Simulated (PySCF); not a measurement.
Molecule: SMILES CC(=O)C(N)=O, C$_{3}$H$_{5}$NO$_{2}$.

Cartesian coordinates in Å; atom numbers follow the order of the lines, from 1:
```xyz
11

C    -1.6365   -0.4711    0.2009
C    -0.2022   -0.2551    0.5430
O     0.3170   -0.5297    1.5986
C     0.6307    0.3749   -0.5912
N     1.9117    0.5464   -0.2272
O     0.1602    0.6686   -1.6682
H    -2.1746   -0.9149    1.0335
H    -1.6950   -1.1108   -0.6782
H    -2.0790    0.4842   -0.0765
H     2.1903    0.2633    0.6995
H     2.5827    0.9468   -0.8602
```

Frames of a GFN2-xTB Langevin trajectory at 200 K; GIAO PBE0/pcSseg-1 shieldings in PySCF 2.14, gas phase, non-relativistic; equivalent atoms averaged within each frame.

δ = σ(ref) − σ, references computed at the same level: ¹³C (σref 186.93) and ¹H (σref 31.72) vs TMS; ¹⁷O (σref 336.08) against H2O; ¹⁵N (σref 267.73) against NH3. The references are static minima.

Problem. How do the shifts (ppm) fluctuate along the trajectory?

Solution. 
```tsv
time (fs)	C2	C4	C1	O3	O6	N5	H10	H11	H7/H8/H9
250	210.3	162.3	22.5	658.9	364.8	120.1	7.25	5.37	2.52
425	203.0	158.2	28.1	631.9	396.9	106.4	4.81	5.00	2.46
625	209.6	163.9	28.0	633.3	362.9	108.1	6.14	4.55	2.42
800	206.6	155.5	23.5	660.6	364.5	98.3	5.34	3.87	2.69
1000	205.2	172.9	28.5	642.4	437.1	109.1	5.93	4.63	2.37
mean of frames	206.9	162.6	26.1	645.4	385.2	108.4	5.89	4.68	2.49
standard deviation	3.0	6.7	2.9	13.7	32.3	7.8	0.92	0.56	0.13
```

5 frames give an uncertainty of the mean of about the standard deviation over 2.2 at best, since frames this close in time may not be independent; classical motion lacks zero-point vibration, and the reference would need the same averaging.
